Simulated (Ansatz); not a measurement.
# CH₅BS (SMILES BCS): single points off equilibrium

Aim: energy, forces and dipole at a structure displaced at random from a GFN2-xTB minimum, from CCSD(T) and from density functionals.

Method: single points in def2-TZVPP; program: Ansatz 0.2.0, Gaussian basis.

Correlated methods freeze the cores.

## 1. Starting geometry

SMILES `BCS`, 8 atoms, charge 0, spin multiplicity 1.

Atoms are counted from 1 here; the program's logs count them from 0.

Bond lengths: B1–C2 1.555 Å, B1–H4 1.357 Å, B1–H5 1.046 Å, C2–S3 1.736 Å, C2–H6 1.165 Å, C2–H7 1.070 Å, S3–H8 1.338 Å. Angles: C2–B1–H4 121.1°, C2–B1–H5 121.7°, H4–B1–H5 116.9°, B1–C2–S3 121.5°, B1–C2–H6 106.0°, B1–C2–H7 119.8°, S3–C2–H6 100.1°, S3–C2–H7 101.1°, H6–C2–H7 105.8°, C2–S3–H8 100.7°.

Geometry (Å):

```mol
CH5BS
  3D, bonds by distance, orders not assigned

  8  7  0  0  0  0  0  0  0  0999 V2000
   -0.6154    0.6528   -0.6742 B   0  0
    0.6015    0.2102    0.1868 C   0  0
    0.7770   -1.4280    0.7336 S   0  0
   -1.4558   -0.2618   -1.2210 H   0  0
   -0.8863    1.6594   -0.7663 H   0  0
    0.4876    0.7567    1.2097 H   0  0
    1.5947    0.4229   -0.1482 H   0  0
   -0.5017   -1.7541    0.9546 H   0  0
  1  2  8  0
  1  4  8  0
  1  5  8  0
  2  3  8  0
  2  6  8  0
  2  7  8  0
  3  8  8  0
M  END
```

## 2. CCSD(T)/def2-TZVPP

Contents of run/in.yaml:

```yaml
crystal:
  periodic: [false, false, false]
  atoms:
    - {symbol: B, position_ang: [-0.615400, 0.652800, -0.674200]}
    - {symbol: C, position_ang: [0.601500, 0.210200, 0.186800]}
    - {symbol: S, position_ang: [0.777000, -1.428000, 0.733600]}
    - {symbol: H, position_ang: [-1.455800, -0.261800, -1.221000]}
    - {symbol: H, position_ang: [-0.886300, 1.659400, -0.766300]}
    - {symbol: H, position_ang: [0.487600, 0.756700, 1.209700]}
    - {symbol: H, position_ang: [1.594700, 0.422900, -0.148200]}
    - {symbol: H, position_ang: [-0.501700, -1.754100, 0.954600]}
basis:
  gaussian: {orbitals: def2-TZVPP}
correlation: {method: ccsd_t}
output: {forces: true}
```

No record of the launch command was kept for these runs.

## 3. PBE0-D4/def2-TZVPP

run/in.yaml: that of step 2 with these lines changed.

```diff
@@ -13,3 +13,3 @@
   gaussian: {orbitals: def2-TZVPP}
-correlation: {method: ccsd_t}
-output: {forces: true}
+hamiltonian: {xc: pbe0, dispersion: d4}
+output: {forces: true, orbitals: {seedname: orbitals}}
```

## 4. wB97M-V/def2-TZVPP

run/in.yaml: that of step 3 with these lines changed.

```diff
@@ -13,3 +13,3 @@
   gaussian: {orbitals: def2-TZVPP}
-hamiltonian: {xc: pbe0, dispersion: d4}
-output: {forces: true, orbitals: {seedname: orbitals}}
+hamiltonian: {xc: {name: wB97M-V}}
+output: {forces: true}
```

## 5. r2SCAN-D4/def2-TZVPP

run/in.yaml: that of step 4 with these lines changed.

```diff
@@ -13,3 +13,3 @@
   gaussian: {orbitals: def2-TZVPP}
-hamiltonian: {xc: {name: wB97M-V}}
+hamiltonian: {xc: r2scan, dispersion: d4}
 output: {forces: true}
```

## 6. PBE-D4/def2-TZVPP

run/in.yaml: that of step 5 with these lines changed.

```diff
@@ -13,3 +13,3 @@
   gaussian: {orbitals: def2-TZVPP}
-hamiltonian: {xc: r2scan, dispersion: d4}
+hamiltonian: {xc: pbe, dispersion: d4}
 output: {forces: true}
```

## 7. CAM-B3LYP-D4/def2-TZVPP

run/in.yaml: that of step 6 with these lines changed.

```diff
@@ -13,3 +13,3 @@
   gaussian: {orbitals: def2-TZVPP}
-hamiltonian: {xc: pbe, dispersion: d4}
+hamiltonian: {xc: {name: CAM-B3LYP}, dispersion: d4}
 output: {forces: true}
```

## 8. BLYP-D4/def2-TZVPP

run/in.yaml: that of step 7 with these lines changed.

```diff
@@ -13,3 +13,3 @@
   gaussian: {orbitals: def2-TZVPP}
-hamiltonian: {xc: {name: CAM-B3LYP}, dispersion: d4}
+hamiltonian: {xc: {name: BLYP}, dispersion: d4}
 output: {forces: true}
```

(Steps that only read results are left out.)

Before running it: what results should come out? Wanted: energy less free atoms, CCSD(T)/def2-TZVPP; RMS force component; RMS force error; HOMO and LUMO, PBE0-D4; T1 diagnostic.

The runs gave:

| quantity | value |
| --- | --- |
| energy less free atoms, CCSD(T)/def2-TZVPP | -2536.0 kJ/mol |
| RMS force component | 1.934 to 1.998 eV/Å over the methods |
| RMS force error | PBE0-D4 0.128, wB97M-V 0.084, r2SCAN-D4 0.120, PBE-D4 0.223, CAM-B3LYP-D4 0.098, BLYP-D4 0.197 eV/Å |
| HOMO and LUMO, PBE0-D4 | -6.56 and -1.84 eV |
| T1 diagnostic | 0.011 |

Against CCSD(T) the functionals' energies less atoms differ by -110.7 to -59.9 kJ/mol, PBE-D4 by -110.7 kJ/mol. The reference is not at the basis limit: in triple zeta CCSD(T) underbinds, which counts against methods that bind more; the gaps are no ranking. The forces of wB97M-V come nearest to CCSD(T), those of PBE-D4 are farthest. Frozen-core CCSD(T) forces in triple zeta carry basis errors of their own, and this is one geometry, so small gaps rank nothing.
